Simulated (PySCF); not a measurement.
Stepwise substitution at one centre (Si Cl-SH). Gas-phase values, no solvent. One relaxed conformer stands for each flexible species; it need not be the lowest. Strings in code marks are SMILES.

The numbers are results of PBE-D3(BJ)/def2-TZVP // r2SCAN-D4/def2-TZVP in PySCF 2.14.0, not measurements. Excitations are Tamm–Dancoff values on a coarser integration grid. The basis has no diffuse functions, so Rydberg states are missing or too high.

```json
[
 {"species": "0 of 4 Cl replaced by SH", "T1 excitation (TDA) (eV)": "–", "S1 excitation (TDA) (eV)": "6.61", "LUMO (eV)": "?", "S1 oscillator strength": "0.000"},
 {"species": "1 of 4 Cl replaced by SH", "T1 excitation (TDA) (eV)": "5.10", "S1 excitation (TDA) (eV)": "5.44", "LUMO (eV)": "-1.61", "S1 oscillator strength": "?"},
 {"species": "2 of 4 Cl replaced by SH (`[Si](S)(Cl)(Cl)S` (H–S–Si–Cl torsion 53°, Cl–Si–S–H torsion -53°))", "T1 excitation (TDA) (eV)": "?", "S1 excitation (TDA) (eV)": "4.89", "LUMO (eV)": "-1.69", "S1 oscillator strength": "0.004"},
 {"species": "3 of 4 Cl replaced by SH", "T1 excitation (TDA) (eV)": "4.45", "S1 excitation (TDA) (eV)": "4.67", "LUMO (eV)": "-1.73", "S1 oscillator strength": "?"},
 {"species": "4 of 4 Cl replaced by SH", "T1 excitation (TDA) (eV)": "4.21", "S1 excitation (TDA) (eV)": "4.39", "LUMO (eV)": "-1.77", "S1 oscillator strength": "0.000"}
]
```

Fill in the missing entries.


- 0 of 4 Cl replaced by SH, LUMO (eV): -1.64
- 1 of 4 Cl replaced by SH, S1 oscillator strength: 0.005
- 2 of 4 Cl replaced by SH (`[Si](S)(Cl)(Cl)S` (H–S–Si–Cl torsion 53°, Cl–Si–S–H torsion -53°)), T1 excitation (TDA) (eV): 4.60
- 3 of 4 Cl replaced by SH, S1 oscillator strength: 0.001
